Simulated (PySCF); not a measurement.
Aluminium: a sound run and one with changed settings

Sound run: Al [Ne] 3s2 3p1, Al⁺ [Ne] 3s2. Computed with PySCF 2.14 in def2-SVP (4s3p1d, 18 functions), with the non-relativistic Hamiltonian (point nucleus). In the sound run the correlated levels freeze [Ne]. The sound run starts from symmetry-adapted Hartree-Fock orbitals and uses a fine grid where one is needed.

A second run was set up differently.

```json
{"species": "Al", "method": "UHF", "sound run (hartree)": "-241.78934", "changed run (hartree)": "-238.85836", "converged": "yes"}
{"species": "Al", "method": "BP86", "sound run (hartree)": "-242.29827", "changed run (hartree)": "-239.31940", "converged": "yes"}
{"species": "Al", "method": "M06-L", "sound run (hartree)": "-242.26537", "changed run (hartree)": "-239.30307", "converged": "yes"}
{"species": "Al", "method": "MP2", "sound run (hartree)": "-241.81838", "changed run (hartree)": "-238.87253", "converged": "yes"}
{"species": "Al", "method": "CCSD(T)", "sound run (hartree)": "-241.83347", "changed run (hartree)": "-238.88392", "converged": "yes"}
{"species": "Al⁺", "method": "UHF", "sound run (hartree)": "-241.58509", "changed run (hartree)": "-238.88005", "converged": "yes"}
{"species": "Al⁺", "method": "BP86", "sound run (hartree)": "-242.07258", "changed run (hartree)": "-239.30267", "converged": "yes"}
{"species": "Al⁺", "method": "M06-L", "sound run (hartree)": "-242.05035", "changed run (hartree)": "-239.29520", "converged": "yes"}
{"species": "Al⁺", "method": "MP2", "sound run (hartree)": "-241.61054", "changed run (hartree)": "-238.90216", "converged": "yes"}
{"species": "Al⁺", "method": "CCSD(T)", "sound run (hartree)": "-241.62326", "changed run (hartree)": "-238.91866", "converged": "yes"}
```

Ionisation energy of Al:

| method | sound run (eV) | changed run (eV) |
| --- | --- | --- |
| UHF | 5.558 | -0.590 |
| BP86 | 6.141 | 0.455 |
| M06-L | 5.851 | 0.214 |
| MP2 | 5.656 | -0.806 |
| SCS-MP2 | 5.635 | -0.849 |
| CCSD | 5.704 | -0.945 |
| CCSD(T) | 5.720 | -0.945 |

What was changed?
A. radial grid too coarse
B. minimal basis
C. angular grid far too coarse
D. too few SCF iterations

B. It used basis STO-3G. A minimal basis cannot let orbitals breathe on ionisation and holds almost no correlation. A negative ionisation energy or a positive MP2 energy shows that the occupation asked for is not the lowest one in this basis.
